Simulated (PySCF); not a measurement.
Ionisation energy of He by level of theory

He 1s2 (1S) → He⁺ 1s1 (2S), as a difference of total energies. All numbers are calculated (PySCF 2.14, the spin-free X2C one-electron Hamiltonian (Gaussian nucleus), in aug-cc-pVDZ-DK (3s2p, 9 functions)). Correlated levels: valence: nothing frozen. The calculations carry no spin-orbit coupling.

| method | ionisation energy (eV) | error (eV) |
| --- | --- | --- |
| UHF | 23.438 | -1.149 |
| M06-L | 24.602 | +0.015 |
| PBE | 24.443 | -0.144 |
| MP2 (valence) | 24.172 | -0.415 |
| SCS-MP2 (valence) | 24.319 | -0.268 |
| CCSD (valence) | 24.359 | -0.228 |

Reference: 24.587 eV (measured; NIST Atomic Spectra Database, ionization energies).

Errors of the correlated levels include the incompleteness of this basis.

With two correlated electrons CCSD is exact in that space.
